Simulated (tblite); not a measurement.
C2HF2P.
Numbering: `[F:1][CH:2]([F:3])[C:4]#[P:5]` (hydrogens: H6 on C2)

Method: GFN2-xTB as coded in tblite; computed harmonic values from a numerical Hessian at the method's own geometry, unscaled. The method is semi-empirical: single wavenumbers can be off by several per cent or more.

Harmonic wavenumbers (cm⁻¹): 118.5, 159.6, 407.6, 486.5, 559.5, 823.8, 967.9, 1030.2, 1234.8, 1249.2, 1734.1, 2827.0.

A = 9951, B = 2142, C = 1837 MHz; mass 93.978 u (most abundant isotopes); point group Cs, symmetry number 1.

Zero-point energy?

Half the sum of the wavenumbers: 5799 cm⁻¹ = 69.37 kJ/mol.

Entropy at 400 K, 1 bar (ideal gas, RRHO, classical rotation)?

Translation 171.62, rotation 114.58, vibration 47.89: S = 334.1 J/(mol K).

And Cp and H(400 K) − H(0)?

Cp = 84.00 J/(mol K), of which vibrations give 50.74 (their classical limit is 12 R = 99.8); H(400 K) − H(0) = 23.75 kJ/mol without the zero-point energy, 10.45 from vibrations.

Blend soft modes into free rotors: weight 1/[1 + (100 cm⁻¹/ν̃)⁴] for the oscillator and the rest for a rotor with moment μB/(μ + B), μ = h/(8π²ν), B = 10⁻⁴⁴ kg m². What vibrational entropy results?

46.65 J/(mol K) in place of 47.89, which changes −T·S at 400 K by +0.50 kJ/mol.

How do the functions run with temperature in this model?

```
 T (K)  S (J/(mol K))  Cp (J/(mol K))  H − H(0) (kJ/mol)  G − H(0) (kJ/mol)  ln q(vib)
   150          268.4            53.4               6.38             -33.88       0.67
   250          298.8            66.7              12.39             -62.31       1.43
298.15          311.1            72.8              15.75             -77.00       1.81
   600          371.4            99.7              42.25            -180.58       4.15
   900          414.6           112.8              74.34            -298.78       6.26
```

q(vib) and H(0) count from the zero-point level.

Which modes carry the vibrational entropy at 400 K?

118.5 cm⁻¹: 15.47; 159.6 cm⁻¹: 13.04; 407.6 cm⁻¹: 5.84; 486.5 cm⁻¹: 4.65; 559.5 cm⁻¹: 3.77; 823.8 cm⁻¹: 1.78 J/(mol K); the other 6 give 3.34 together.

What must be added to the electronic energy to get the Gibbs energy at 400 K and 1 bar?

ZPE + [H(400 K) − H(0)] − T·S = 69.37 + 23.75 − 133.64 = -40.52 kJ/mol.

Hindered rotation and anharmonicity are outside this model.

Time: under 0.1 s wall. Hardware: Arm Neoverse V2, one thread, no GPU (shared host). This covers the Hessian and the dipole derivatives.
